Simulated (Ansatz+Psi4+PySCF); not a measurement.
A calculation with PySCF 2.14.0.

```python
from pyscf import gto, scf, mp

mol = gto.M(atom="""
C -0.252050 -0.825010 -0.028080
C -0.263930 0.678520 -0.026720
H 0.755620 -1.232770 -0.029030
H -0.761940 -1.188260 0.898750
H -0.735240 -1.224680 -0.868370
H -0.171520 1.216760 -0.895800
H -0.176210 1.200900 0.908990
""", basis='cc-pvtz', charge=0, spin=1)
mf = scf.UHF(mol)
mf.kernel()
pt = mp.MP2(mf, frozen=2).run()
print(mf.e_tot, pt.e_corr, pt.e_tot)
```

The script is written out from the run's settings.

Output:

```yaml
Converged: yes
Reference_energy: -78.62471 hartree
Correlation_energy: -0.32997 hartree
Total_energy: -78.95468 hartree
Spin_squared_of_the_determinant: 0.762
```

Messages of the program:
```
WARN: HOMO -0.102546944000904 >= LUMO -0.102546944000904
WARN: HOMO -0.102546944000904 >= LUMO -0.102546944000904
```
